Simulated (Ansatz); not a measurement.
Barrier FH + F via F2H, on the benchmark's geometries as Psi4's copy gives them; open shells unrestricted, no zero-point energy, no spin–orbit coupling.
Transition structure (charge 0, multiplicity 2):
| atom | x (Å) | y (Å) | z (Å) |
|---|---|---|---|
| H | 0.0000 | 0.0000 | -2.2313 |
| F | 0.0000 | 0.0000 | -0.6162 |
| F | 0.0000 | 0.0000 | 0.8641 |

Cores are frozen in the correlated methods.

Run with Ansatz (a program for electronic structure). 

The barrier height is − E(FH) − E(F) + E(TS). Total energies (hartree):

```json
[
 {"level": "HF/aug-cc-pVTZ", "FH": "-100.0611362", "F": "-99.4068793", "TS": "-199.2717860"},
 {"level": "MP2/aug-cc-pVTZ", "FH": "-100.3408436", "F": "-99.6121055", "TS": "-199.7446424"},
 {"level": "HF/aug-cc-pVQZ", "FH": "-100.0686329", "F": "-99.4140854", "TS": "-199.2862538"},
 {"level": "MP2/aug-cc-pVQZ", "FH": "-100.3697483", "F": "-99.6379762", "TS": "-199.7983129"},
 {"level": "CCSD(T)/aug-cc-pVTZ", "FH": "-100.3495418", "F": "-99.6278266", "TS": "-199.8098110"}
]
```

Question: Work out the barrier height at the basis-set limit: extrapolate the MP2 correlation part as X⁻³, take Hartree–Fock from the larger set, and add the CCSD(T) − MP2 difference of aug-cc-pVTZ.

Answer: 
1. Differences (1 hartree = 627.509 kcal/mol): HF/aug-cc-pVTZ 123.136; MP2/aug-cc-pVTZ 130.714; HF/aug-cc-pVQZ 123.283; MP2/aug-cc-pVQZ 131.408; CCSD(T)/aug-cc-pVTZ 105.144.
2. Correlation parts, MP2 less HF: 7.579 in aug-cc-pVTZ (X = 3), 8.124 in aug-cc-pVQZ (X = 4).
3. Limit (4³·(8.124) − 3³·(7.579))/(4³ − 3³) = 8.523; with HF/aug-cc-pVQZ it gives 131.806.
4. CCSD(T) less MP2 in aug-cc-pVTZ: -25.571.
Result: 106.24 kcal/mol, against 130.71 at MP2/aug-cc-pVTZ. It is an estimate of this method's limit, not of the exact value.

Doubts at one or more of the structures used: a spin-contaminated determinant (HF/aug-cc-pVTZ, MP2/aug-cc-pVTZ, HF/aug-cc-pVQZ, MP2/aug-cc-pVQZ, CCSD(T)/aug-cc-pVTZ); T1 above 0.05 (CCSD(T)/aug-cc-pVTZ).
